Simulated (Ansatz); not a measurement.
**CH5ClSi: composite energy at a relaxed geometry, by script**

A script is to give a composite energy at a relaxed geometry; the system is CH5ClSi.

Computed with Ansatz 0.2.0 through its Python package. The levels of theory stand in the script.

### 1 The system

Bond lengths: C1–Si2 1.896 Å, Si2–Cl3 2.021 Å, C1–H4 1.086 Å, C1–H5 1.087 Å, C1–H6 1.087 Å, Si2–H7 1.462 Å, Si2–H8 1.462 Å. Angles: C1–Si2–Cl3 108.9°, C1–Si2–H7 110.8°, C1–Si2–H8 110.9°, Cl3–Si2–H7 107.6°, Cl3–Si2–H8 107.8°, H7–Si2–H8 110.8°, Si2–C1–H4 111.1°, Si2–C1–H5 111.4°, Si2–C1–H6 111.4°, H4–C1–H5 107.7°, H4–C1–H6 107.6°, H5–C1–H6 107.4°.

The script holds or builds the structure itself.

### 2 Script

run_composite.py reads:

```python
"""A composite energy for CH5ClSi: DFT geometry, MP2 basis limit, coupled-cluster correction."""

import ansatz as az
import numpy as np

params = {
    "basis": "def2-SVP",
    "functional": "r2SCAN",
}

GEOMETRY = """
C    -0.61513    0.78767   -0.17467
Si    0.45844   -0.75779    0.05370
Cl    1.87162   -0.37314    1.44664
H    -1.38261    0.62228   -0.92455
H    -0.02118    1.64072   -0.49334
H    -1.11323    1.06514    0.75101
H     1.14556   -1.10206   -1.18973
H    -0.34348   -1.88283    0.53093
"""


def main() -> None:
    ch5clsi = az.Crystal.molecule()
    for line in GEOMETRY.strip().splitlines():
        symbol, *xyz = line.split()
        ch5clsi = ch5clsi.atom(symbol, [float(v) for v in xyz])

    calc = ch5clsi.calculation()
    calc = calc.basis(gaussian=params["basis"])
    calc = calc.functional(params["functional"])
    symbols = [site.symbol for site in ch5clsi.cartesian_sites]
    start = np.array([site.position_ang for site in ch5clsi.cartesian_sites], dtype=float)
    summary = calc.relax(force_tolerance=0.01, max_steps=100).run(threads=1, pin="off").report
    end = np.array(summary["positions_ang"])
    print("final positions (A) and the move of each atom")
    for symbol, xyz, old in zip(symbols, end, start):
        print(f"{symbol:2s} {xyz[0]:10.5f} {xyz[1]:10.5f} {xyz[2]:10.5f}   {np.linalg.norm(xyz - old):7.4f}")

    minimum = az.Crystal.molecule()
    for symbol, place in zip(symbols, end):
        minimum = minimum.atom(symbol, place.tolist())
    at_minimum = minimum.calculation()
    # MP2 extrapolated to the basis limit, plus the small-basis difference CCSD(T) - MP2
    level = lambda method, basis: at_minimum.basis(gaussian=basis).correlation(method).run(threads=1, pin="off").report
    small, large, cluster = level("mp2", "cc-pVDZ"), level("mp2", "cc-pVTZ"), level("ccsd_t", "cc-pVDZ")
    corr = lambda each: (each["free_energy_ev"] - each["reference_energy_ev"]) / 27.211386246
    mp2_limit = (27 * corr(large) - 8 * corr(small)) / 19
    pieces = {"HF / cc-pVTZ": large["reference_energy_ev"] / 27.211386246, "MP2 correlation, DZ-TZ limit": mp2_limit, "CCSD(T) - MP2 / cc-pVDZ": corr(cluster) - corr(small)}
    for name, value in pieces.items():
        print(f"{name:32s} {value:14.6f} Ha")
    print(f"{'sum':32s} {sum(pieces.values()):14.6f} Ha")
    print("T1 diagnostic", round(cluster["correlation"]["coupled_cluster"]["t1_diagnostic"], 4))


if __name__ == "__main__":
    main()
```

### 3 The run

The run is started by

```
python run_composite.py
```

**Question.** What results will this script give? Wanted: T1 diagnostic; composite energy.

As calculated:

```
        quantity           value
   T1 diagnostic          0.0082
composite energy  -789.921643 Ha
   runs compared               3
```

What this shows: All 3 runs converged (13 to 19 cycles). A T1 diagnostic under about 0.02 supports a single-reference treatment, as here. Run 0: The relaxation took 4 moves; the largest shift is 0.052 Å, of atom 3 (Cl). What to keep in mind:
- The sum leaves out core correlation, relativity, the Hartree-Fock basis error and zero-point energy; a DZ-TZ extrapolation is rough.
- Inner cores stay frozen, so this is valence correlation.
- For Al to Cl the sets with a tight d function, cc-pV(X+d)Z, are usual.
- An extrapolation from small basis sets is rough.
